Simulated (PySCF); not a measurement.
Vibration and rotation of CN⁺

PBE0 constants of CN⁺, ³Π (triplet), unpaired electrons σ ↑, π ↑ (C def2-TZVP, N def2-TZVP; no relativity (PySCF 2.14); masses 12.0000 and 14.0031 u):

- ωe: 1841.8 cm⁻¹
- ωexe: 15.1 cm⁻¹
- Be: 1.7365 cm⁻¹
- αe: 0.0184 cm⁻¹
- De to C⁺ + N: 5.33 eV

(1) What force constant and bond length do these constants imply?

(2) Estimate the centrifugal constant D from the Kratzer relation and find the Dunham coefficient a1.

For an ion De counts to the pair picked by the measured ionisation energies or electron affinities, which need not be the lowest pair at this level. The state was picked by a PBE0 search and need not be the measured ground state.

## Answers

(1) Reduced mass μred = 6.4622 u; k = 5.8918×10⁻⁷·μred·ωe² (u, cm⁻¹, mdyn/Å) = 12.9 mdyn/Å; Re = √(16.8576/(μred·Be)) (u, cm⁻¹, Å) = 1.226 Å.

(2) D = 4Be³/ωe² = 6.17e-06 cm⁻¹; a1 = −1 − αeωe/(6Be²) = -2.87.
